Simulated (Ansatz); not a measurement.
Working through the interaction energy of a dimer with the counterpoise correction of CS

With Ansatz's Python interface.

The cells in order, each with its output:

**Cell 1**
```python
import ansatz as az
```

**Cell 2**
```python
FIRST = [
    ('C', (0.6953, 0.0, 0.0)),
    ('S', (-0.6953, 0.0, 0.0)),
]
SECOND = [
    ('C', (2.8863, -1.8432, 1.1285)),
    ('S', (3.2322, -0.7194, 1.8708)),
]
```

**Cell 3**
```python
def energy(atoms, ghosts=()):
    molecule = az.Crystal.molecule()
    for symbol, xyz in atoms:
        molecule = molecule.atom(symbol, xyz)
    calc = (
        molecule.calculation()
        .basis(gaussian='cc-pVDZ')
        .functional('PBE0', dispersion='d3bj')
    )
    deck = calc.input()
    if ghosts:
        deck = deck.set(az.key.basis.gaussian.ghost_atoms, [{'symbol': s, 'position_ang': list(xyz)} for s, xyz in ghosts])
    return az.Session.from_dict(deck).plan().execute().report['free_energy_ev']
```

**Cell 4**
```python
both = energy(FIRST + SECOND)
alone = energy(FIRST) + energy(SECOND)
ghosted = energy(FIRST, SECOND) + energy(SECOND, FIRST)
print(f'dimer {both:.6f} eV')
print(f'interaction, uncorrected   {23.060548 * (both - alone):8.3f} kcal/mol')
print(f'interaction, counterpoise  {23.060548 * (both - ghosted):8.3f} kcal/mol')
print(f'basis-set superposition    {23.060548 * (alone - ghosted):8.3f} kcal/mol')
```
Output:
```text
dimer -23727.996670 eV
interaction, uncorrected     -0.056 kcal/mol
interaction, counterpoise     0.772 kcal/mol
basis-set superposition       0.828 kcal/mol
```

Uncorrected it is -0.056 kcal/mol, with the counterpoise correction 0.772 kcal/mol; the difference, 0.83 kcal/mol, is the superposition error. The sign changes with the correction, so this basis doesn't settle it.

Reading the output:
- Total energies depend on the basis set; only differences at equal settings carry meaning.
- The dimer is a generated trial pose of unrelaxed monomers, not a minimum, so the figure is no binding energy, and the basis set is small.
- Run time: 3.7 s on 1 thread of Arm Neoverse V2 (shared host), peak memory 0.17 GiB.

(Lines on the test bed's own set-up are left out of the output.)
